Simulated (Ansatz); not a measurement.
**Scan of the H3–O1–Si2–H4 dihedral angle**

SiH4O (SMILES O[SiH3]), closed shell, at its PBE0-D4/def2-TZVP minimum:

```xyz
6
angstrom
O 0.6367 -1.0303 0.4190
Si -0.0357 0.3465 -0.1870
H 0.0691 -1.6292 0.9047
H -1.1283 0.0457 -1.1528
H 1.0605 1.0649 -0.8756
H -0.6023 1.2024 0.8917
```

The dihedral angle H3–O1–Si2–H4 (-60.5° at the minimum) is set to the values below, with the rest relaxed at PBE0-D4/def2-TZVP at each step (the four atoms are held in place, so their three bonds and two angles keep the values of the minimum). Each method's energies count from its own value at the PBE0-D4 minimum structure. Program: Ansatz 0.2.0. Basis: def2-TZVPP. Cores are frozen in the correlated methods. B3LYP uses VWN-RPA correlation.

CCSD(T) energies along the scan:
```csv
dihedral angle (°),CCSD(T) (kJ/mol)
-56.8,0.02
-43.5,0.38
-30.2,1.08
-16.8,1.81
-3.5,2.20
9.8,2.07
23.2,1.48
36.5,0.72
49.8,0.15
```
They count from the CCSD(T) energy at the PBE0-D4 minimum.

Largest difference from the CCSD(T) curve over the scan: r2SCAN-D4 0.21; B3LYP-D4 0.26; HF 0.34 kJ/mol. Each curve counts from its own value at the minimum.

No T1 diagnostic of these runs exceeds 0.011.

For scale, one of the runs: CCSD(T)/def2-TZVPP, 129 basis functions (an equivalent command: `ansatz run in.yaml --threads 2`). The run took 2.8 s on 2 CPU threads (shared host), with 0.68 GiB of host memory at its peak.
